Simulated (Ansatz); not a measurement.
Basis-set extrapolation for C3H7NO2 (`CC(O)NC=O`) (PBE0-D4/def2-TZVP geometry, frozen core, the Gaussian-basis code of Ansatz). Multiplicity 1, RHF reference.

```csv
,def2-TZVPP,def2-QZVPP
HF,-321.997318,-322.012279
MP2 correlation,-1.179676,-1.265087
CCSD(T) correlation,-1.258632,not run
```

Energies in hartree. Use E(X) = E(∞) + A·exp(−7.88·√X) for Hartree–Fock and E(X) = E(∞) + B·X^(−2.97) for correlation, with X = 3 and 4, and add CCSD(T) minus MP2 of the smaller set to the MP2 limit.

What is the CCSD(T) energy at the basis-set limit?

HF limit: -322.012279 + (-0.014961) × 0.13774 = -322.01434. MP2 limit: -1.265087 + (-0.085411) × 0.74074 = -1.32835. Higher-order term: -1.258632 − (-1.179676) = -0.07896. Total: -323.42165 hartree, 4.51 eV below CCSD(T)/def2-TZVPP.
